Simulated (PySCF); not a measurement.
## SMILES C=C(C)CO, C₄H₈O

Geometry:
```csv
atom,x (Å),y (Å),z (Å)
C1,0.365,0.872,0.396
C2,0.103,-0.366,-0.011
C3,-1.111,-1.128,0.408
C4,1.049,-1.083,-0.931
O5,1.535,-2.293,-0.378
H6,1.259,1.394,0.074
H7,-0.310,1.409,1.055
H8,-1.719,-0.560,1.113
H9,-0.830,-2.078,0.869
H10,-1.728,-1.376,-0.462
H11,0.530,-1.374,-1.850
H12,1.873,-0.415,-1.211
H13,2.006,-2.074,0.430
```

Computed with PySCF, quadratic response CAM-B3LYP/def2-TZVPD first hyperpolarisability, Taylor convention, gas phase. Geometry: PBE0-D3(BJ)/def2-TZVP.

Question: Give the tensor of the second harmonic β(−2ω;ω,ω) at 1064 nm in the axes of these coordinates.

Answer: In au, Taylor convention; rows are the first index (the induced dipole):
```
      xx     yy     zz     xy     xz     yz
x  -23.6   -6.1   -2.4  -17.8  -10.1  +12.5
y  -18.3  -65.1  -15.3   -6.3  +12.5  +15.3
z   -9.7  +14.3   -8.3  +12.4   -2.3  -15.1
```
Norm of βᵢ = ⅓ Σⱼ (βᵢⱼⱼ + βⱼᵢⱼ + βⱼⱼᵢ): 103.4 au, hyper-Rayleigh value 40.4 au.
